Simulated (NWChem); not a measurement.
# disilane (Si2H6); SMILES [SiH3][SiH3]

Results from NWChem. Pople sets run with spherical d functions. Medium grid unless said otherwise, to which SCAN and Minnesota functionals are sensitive. Structure relaxed at the PBE-D3(BJ)/def2-SVP level. Level r2SCAN/6-31G*: energy and gradient; each run changes one setting, and changes count from the defaults (medium grid, exact Coulomb integrals, symmetry on).

### Question
Which setting moves the energy most, and by about how much (tight SCF thresholds and tolerances; defaults; Becke weights; symmetry off; Coulomb fitting, Weigend set)?

### Answer
Coulomb fitting, Weigend set, by about 400 μHa.
| setting | size of the energy change (μHa) | largest change of a gradient component (μHa/bohr) |
|---|---|---|
| defaults | < 10 | < 30 |
| tight SCF thresholds and tolerances | < 10 | < 30 |
| symmetry off | < 10 | other frame |
| Becke weights | < 10 | 30 |
| Coulomb fitting, Weigend set | 400 | 40 |
